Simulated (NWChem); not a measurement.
System: hydrogen chloride (HCl); SMILES Cl

Parts of the log:

```
             Northwest Computational Chemistry Package (NWChem) 7.3.0
             --------------------------------------------------------

 ORDER OF PRIMARY AXIS IS BEING SET TO 4
 C4V symmetry detected

                             Geometry "geometry" -> ""
                             -------------------------

 Output coordinates in angstroms (scale by  1.889725989 to convert to a.u.)

  No.       Tag          Charge          X              Y              Z
 ---- ---------------- ---------- -------------- -------------- --------------
    1 Cl                  17.0000     0.00000000     0.00000000     0.07103389
    2 H                    1.0000     0.00000000     0.00000000    -1.20757611

 Effective nuclear repulsion energy (a.u.)       7.0357757510

      Symmetry information
      --------------------

 Group name             C4v
 Group number             18
 Group order               8
 No. of unique centers     2

  pbe96 is a nonlocal functional; adding pw91lda local functional.

                                 NWChem DFT Module
                                 -----------------

 Summary of "ao basis" -> "ao basis" (spherical)
 ------------------------------------------------------------------------------
       Tag                 Description            Shells   Functions and Types
 ---------------- ------------------------------  ------  ---------------------
 Cl                         6-311g**                12       26   6s5p1d
 H                          6-311g**                 4        6   3s1p

      Symmetry analysis of basis
      --------------------------

        a1         16
        a2          0
        b1          1
        b2          1
        e          14

            General Information
            -------------------
          SCF calculation type: DFT
          Wavefunction type:  closed shell.
          No. of atoms     :     2
          No. of electrons :    18
           Alpha electrons :     9
            Beta electrons :     9
          Charge           :     0
          Spin multiplicity:     1
          Use of symmetry is: on ; symmetry adaption is: on
          Maximum number of iterations: 150
          AO basis - number of functions:    32
                     number of shells:    16
          Convergence on energy requested:  1.00D-06
          Convergence on density requested:  1.00D-05
          Convergence on gradient requested:  5.00D-04

              XC Information
              --------------
          PerdewBurkeErnzerhof Exchange Functional  1.000
            Perdew 1991 LDA Correlation Functional  1.000 local
           PerdewBurkeErnz. Correlation Functional  1.000 non-local

             Grid Information
             ----------------
          Grid used for XC integration:  medium
          Radial quadrature: Mura-Knowles
          Angular quadrature: Lebedev.
          Tag              B.-S. Rad. Rad. Pts. Rad. Cut. Ang. Pts.
          ---              ---------- --------- --------- ---------
          Cl                  1.00       88           7.0       590
          H                   0.35       45           7.0       434
          Grid pruning is: on
          Number of quadrature shells:   133
          Spatial weights used:  Erf1

      Superposition of Atomic Density Guess
      -------------------------------------

 Sum of atomic energies:        -459.97666601

      Non-variational initial energy
      ------------------------------

 Total energy =    -460.048580
 1-e energy   =    -649.093151
 2-e energy   =     182.008795
 HOMO         =      -0.451258
 LUMO         =       0.072370

      Symmetry analysis of molecular orbitals - initial
      -------------------------------------------------

 !! scf_movecs_sym_adapt:    2 vectors were symmetry contaminated

  Symmetry fudging

 !! scf_movecs_sym_adapt:    2 vectors were symmetry contaminated

  Numbering of irreducible representations:

     1 a1          2 a2          3 b1          4 b2          5 e

  Orbital symmetries:

     1 a1          2 a1          3 a1          4 e           5 e
     6 a1          7 a1          8 e           9 e          10 a1
    11 a1         12 e          13 e          14 a1         15 a1
    16 e          17 e          18 b1         19 b2

     ---------------------------------------------
      Total Density - Mulliken Population Analysis
     ---------------------------------------------

    Atom       Charge   Shell Charges
 -----------   ------   -------------------------------------------------------
    1 Cl  17    17.35   0.78  1.19  0.91  1.08  1.00  0.96  7.41 -1.50  1.04  3.14  1.33  0.01
    2 H    1     0.65   0.17  0.39  0.05  0.04

   convergence    iter        energy       DeltaE   RMS-Dens  Diis-err
 ---------------- ----- ----------------- --------- --------- ---------
 d= 0,ls=0.0,diis     1   -460.6013586882 -4.68D+02  1.54D-02  7.63D-01
 d= 0,ls=0.0,diis     2   -460.6094621421 -8.10D-03  1.22D-02  1.03D-01
 d= 0,ls=0.0,diis     3   -460.6158020278 -6.34D-03  5.46D-03  5.93D-02
 d= 0,ls=0.0,diis     4   -460.6240191152 -8.22D-03  6.30D-04  5.52D-04
 d= 0,ls=0.0,diis     5   -460.6240846397 -6.55D-05  9.23D-05  3.28D-05
  Resetting Diis
 d= 0,ls=0.0,diis     6   -460.6240880264 -3.39D-06  9.65D-06  1.29D-07
 d= 0,ls=0.0,diis     7   -460.6240880461 -1.97D-08  4.13D-06  6.72D-09

         Total DFT energy =     -460.624088046117
      One electron energy =     -649.755387999022
           Coulomb energy =      210.474161061744
    Exchange-Corr. energy =      -28.378636859846
 Nuclear repulsion energy =        7.035775751007

 Numeric. integr. density =       18.000004475820

                  Occupations of the irreducible representations
                  ----------------------------------------------

                     irrep           alpha         beta
                     --------     --------     --------
                     a1                5.0          5.0
                     a2                0.0          0.0
                     b1                0.0          0.0
                     b2                0.0          0.0
                     e                 4.0          4.0

                       DFT Final Molecular Orbital Analysis
                       ------------------------------------

 Vector    7  Occ=2.000000D+00  E=-4.353132D-01  Symmetry=a1
              MO Center=  8.5D-16,  9.3D-15, -1.1D-01, r^2= 1.3D+00
   Bfn.  Coefficient  Atom+Function         Bfn.  Coefficient  Atom+Function
  ----- ------------  ---------------      ----- ------------  ---------------
    18      0.414405  1 Cl pz                 6      0.305550  1 Cl s
    28     -0.294473  2 H  s                  9     -0.289962  1 Cl pz
    15      0.216038  1 Cl pz                 5      0.208038  1 Cl s
    21      0.164677  1 Cl pz                27     -0.161579  2 H  s
     4     -0.137509  1 Cl s                  3     -0.075249  1 Cl s

 Vector    8  Occ=2.000000D+00  E=-2.959388D-01  Symmetry=e
              MO Center= -7.7D-14,  7.4D-14,  4.7D-02, r^2= 1.2D+00
   Bfn.  Coefficient  Atom+Function         Bfn.  Coefficient  Atom+Function
  ----- ------------  ---------------      ----- ------------  ---------------
    16      0.414996  1 Cl px                17     -0.400674  1 Cl py
     7     -0.252490  1 Cl px                19      0.247929  1 Cl px
     8      0.243777  1 Cl py                20     -0.239373  1 Cl py
    13      0.186942  1 Cl px                14     -0.180491  1 Cl py
    10     -0.062375  1 Cl px                11      0.060222  1 Cl py

 Vector    9  Occ=2.000000D+00  E=-2.959388D-01  Symmetry=e
              MO Center=  1.0D-13,  1.1D-13,  4.7D-02, r^2= 1.2D+00
   Bfn.  Coefficient  Atom+Function         Bfn.  Coefficient  Atom+Function
  ----- ------------  ---------------      ----- ------------  ---------------
    17      0.414996  1 Cl py                16      0.400674  1 Cl px
     8     -0.252490  1 Cl py                20      0.247929  1 Cl py
     7     -0.243777  1 Cl px                19      0.239373  1 Cl px
    14      0.186942  1 Cl py                13      0.180491  1 Cl px
    11     -0.062375  1 Cl py                10     -0.060222  1 Cl px

 Vector   10  Occ=0.000000D+00  E=-2.836409D-02  Symmetry=a1
              MO Center=  1.4D-14, -1.6D-14, -8.1D-01, r^2= 3.0D+00
   Bfn.  Coefficient  Atom+Function         Bfn.  Coefficient  Atom+Function
  ----- ------------  ---------------      ----- ------------  ---------------
    29      1.310760  2 H  s                  6     -0.855915  1 Cl s
    21      0.708761  1 Cl pz                18      0.378751  1 Cl pz
    28      0.345242  2 H  s                  9     -0.186329  1 Cl pz
     5     -0.156653  1 Cl s                 15      0.142252  1 Cl pz
    27      0.134535  2 H  s                  4      0.124108  1 Cl s

 Vector   11  Occ=0.000000D+00  E= 1.586961D-01  Symmetry=a1
              MO Center=  3.0D-13, -5.1D-13, -8.9D-01, r^2= 3.1D+00
   Bfn.  Coefficient  Atom+Function         Bfn.  Coefficient  Atom+Function
  ----- ------------  ---------------      ----- ------------  ---------------
    28      1.227800  2 H  s                 29     -1.086871  2 H  s
    21      0.556410  1 Cl pz                24      0.172731  1 Cl d  0
    27      0.130264  2 H  s                 18      0.104694  1 Cl pz
     6     -0.099482  1 Cl s                  5      0.097833  1 Cl s
    32      0.067082  2 H  pz

[...]

                         DFT ENERGY GRADIENTS

    atom               coordinates                        gradient
                 x          y          z           x          y          z
   1 Cl      0.000000   0.000000   0.134235    0.000000   0.000000  -0.009174
   2 H       0.000000   0.000000  -2.281988    0.000000   0.000000   0.009174
```

Level: PBE/6-311G** (spherical d). All runs use the structure optimised with PBE0-D3(BJ)/def2-TZVP.

**Question.** Write an input that gives this output.

**Answer.** One answer among several that fit: the input that was run:
```
start job
memory heap 200 mb stack 900 mb global 1100 mb
geometry units angstroms noautoz
  Cl     0.000000     0.000000     0.071735
  H      0.000000     0.000000    -1.206875
end
basis spherical
  * library 6-311g**
end
dft
  xc xpbe96 cpbe96
  iterations 150
  mulliken
end
task dft gradient
```
